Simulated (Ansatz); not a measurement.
An input meant for Al(H2S)H3 (AlH₅S) (charge 0, singlet).

```yaml
crystal:
  periodic: [false, false, false]
  atoms:
    - {symbol: Al, position_ang: [0.122220, -0.209670, -1.062943]}
    - {symbol: S, position_ang: [0.145958, -0.242913, 1.467945]}
    - {symbol: H, position_ang: [0.519841, 1.033739, 1.658085]}
    - {symbol: H, position_ang: [-1.152268, 0.046615, 1.658857]}
    - {symbol: H, position_ang: [1.709813, -0.197958, -1.229604]}
    - {symbol: H, position_ang: [-0.677453, 1.157687, -1.269646]}
    - {symbol: H, position_ang: [-0.668111, -1.587499, -1.222685]}
basis:
  gaussian: {orbitals: def2-SVPD}
magnetization: {spin_polarized: true, initial_magnetization: 1}
hamiltonian: {xc: {name: wB97X}}
scf: {lower_state_search: off}
```

```sh
$ ansatz run in.yaml --threads 2 --pin off --events-out ev --progress --plain --max-ram 31744MiB --backend cpu
```

Shortened log:

```
Error: a molecule whose nuclei and cores have a total charge of 34 cannot have a net charge of 0 together with 1 unpaired electrons
```

In this input the number of unpaired electrons doesn't fit the electron count. The input was rejected before any iteration.
